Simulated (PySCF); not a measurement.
Gas-phase reaction: BOF = BO + F

Method: PySCF energies plus ideal-gas RRHO corrections (1 bar). 'Table' is the NASA 1993 thermochemical table (part measured, part estimated). After a fit of one offset per element over all species, the range-separated, M06-2X, PBE0/def2-QZVP and CCSD(T)/def2-TZVPP enthalpies, where run, lie to one side of the table for BOF (+19 kJ/mol), BO (+18 kJ/mol): a fault of the table's entry, another state or a shared error of the levels is possible; this was not checked at source. † marks an energy on the PBE0/def2-TZVP geometry and frequencies; other levels use their own. CCSD(T) freezes the core. Open shells (unrestricted): BO (multiplicity 2), F (multiplicity 2, electronic degeneracy 6); the rest are closed-shell singlets. Spin-orbit splitting is ignored; it lowers the true energy and changes the entropy of F. CCSD(T) isn't extrapolated to the basis-set limit; its ΔH°(298 K) is 637.7 kJ in def2-SVP and 655.6 kJ in def2-TZVPP. The harmonic model lacks anharmonicity and excited electronic states, which grow with temperature; levels with a mode under 35 cm⁻¹ are left out. The table's entry may be an old estimate for BOF, BO (not checked at source).

```json
[
 {"level": "table", "ΔH°(298 K), kJ": "681.4", "minus table": "-", "ΔG°(600 K), kJ": "598.0"},
 {"level": "BLYP/def2-TZVP†", "ΔH°(298 K), kJ": "672.2", "minus table": "-9.2", "ΔG°(600 K), kJ": "587.8"},
 {"level": "CCSD(T)/def2-SVP†", "ΔH°(298 K), kJ": "637.7", "minus table": "-43.7", "ΔG°(600 K), kJ": "553.4"},
 {"level": "HF/def2-TZVP†", "ΔH°(298 K), kJ": "498.0", "minus table": "-183.4", "ΔG°(600 K), kJ": "413.7"},
 {"level": "PBE0/def2-SVP†", "ΔH°(298 K), kJ": "667.8", "minus table": "-13.6", "ΔG°(600 K), kJ": "583.5"},
 {"level": "PBE0/def2-TZVP", "ΔH°(298 K), kJ": "662.2", "minus table": "-19.2", "ΔG°(600 K), kJ": "577.8"},
 {"level": "ωB97X-V/def2-TZVP†", "ΔH°(298 K), kJ": "676.1", "minus table": "-5.3", "ΔG°(600 K), kJ": "591.8"}
]
```
